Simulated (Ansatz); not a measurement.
# CH2Al (doublet): wave-function methods side by side, cc-pVDZ

An exercise on one series of results from a longer session: the logs are not shown, and one member is left open.

Method: cc-pVDZ, core rule «outside noble gas», up to 6 orbitals frozen; program: Ansatz 0.2.0, Gaussian basis.

The runs, in order: UHF; CCSD(T) on ROHF; CCSD(T) on UHF; BCCD(T) on ROHF; CISD; CCSDT(Q) on UHF; CCSDTQ on ROHF; CASSCF and MRCISD+Q, 9 electrons in 10 orbitals; CASSCF and NEVPT2, 9 electrons in 10 orbitals.

8 further runs of the same task are left out: 3 for a known fault of the program, 5 set aside as unsound or not needed.

## What is computed

The geometry is a PBE0/def2-TZVP stationary point (not a proven minimum) of the parent state, kept for this charge and spin.

4 atoms, charge 0, spin multiplicity 2.

Atoms are counted from 1 here; the program's logs count them from 0.

Bond lengths: Al1–C2 1.923 Å, Al1–H3 1.613 Å, C2–H4 1.088 Å. Angles: C2–Al1–H3 117.5°, Al1–C2–H4 152.8°.

Set-up of the first run:

in.yaml reads:

```yaml
crystal:
  periodic: [false, false, false]
  atoms:
    - {symbol: Al, position_ang: [0.000000, -0.074388, 0.613390]}
    - {symbol: C, position_ang: [0.000000, 0.010117, -1.308029]}
    - {symbol: H, position_ang: [0.000000, 1.321704, 1.420502]}
    - {symbol: H, position_ang: [0.000000, 0.549036, -2.253748]}
basis:
  gaussian: {orbitals: cc-pVDZ}
magnetization: {spin_polarized: true, initial_magnetization: 1}
hamiltonian: {xc: hf}
output: {orbitals: {seedname: orbitals}}
```

Launch:

```sh
$ ansatz run in.yaml --threads 1 --pin off --events-out ev --progress --plain --max-ram 4096MiB --backend cpu
```

Among the steps run: UHF; CCSD(T) on ROHF; CCSD(T) on UHF; BCCD(T) on ROHF; CISD; CCSDT(Q) on UHF; CCSDTQ on ROHF; CASSCF and MRCISD+Q, 9 electrons in 10 orbitals; CASSCF and NEVPT2, 9 electrons in 10 orbitals.

One of the session's tables, all rows but one given; the rest of the session is left out.

```
          method  from UCCSDT(Q) (meV)
             UHF               +4588.9
            RMP2               +1700.6
            UMP2               +1023.8
            CISD               +1718.8
           RCCSD                +234.3
           UCCSD                +152.8
        RCCSD(T)                     ?
        UCCSD(T)                 +44.2
         BCCD(T)                 +44.5
          UCCSDT                  +7.0
       UCCSDT(Q)                     0
         RCCSDTQ                  -0.4
  CASSCF valence               +2964.8
  NEVPT2 valence                +794.5
  MRCISD valence                +179.9
MRCISD+Q valence                 +29.8
```

**Question.** Estimate the row for RCCSD(T).

**Answer.** from UCCSDT(Q) (meV): +37.9. In the column «from UCCSDT(Q) (meV)» it lies between MRCISD+Q valence (+29.8) and UCCSD(T) (+44.2).

Caveats from the session: The determinant is far from a pure spin state, so its energy mixes those of several spin states (harmless only where they are near-degenerate, as at dissociation). The report flags that the cluster equations may have other roots. Left out of the table: ROHF (another determinant or state than the rows shown). The program flags RCCSD(T), BCCD(T), RCCSDTQ as in doubt, so those rows may rest on another solution; read them beside their warnings. Warnings: spin contamination; coupled cluster took another determinant than the lowest; large T1 diagnostic. Restricted and unrestricted rows rest on different reference determinants; where their highest levels disagree by more than a few hundredths of an eV, they describe different states and don't form one ladder.
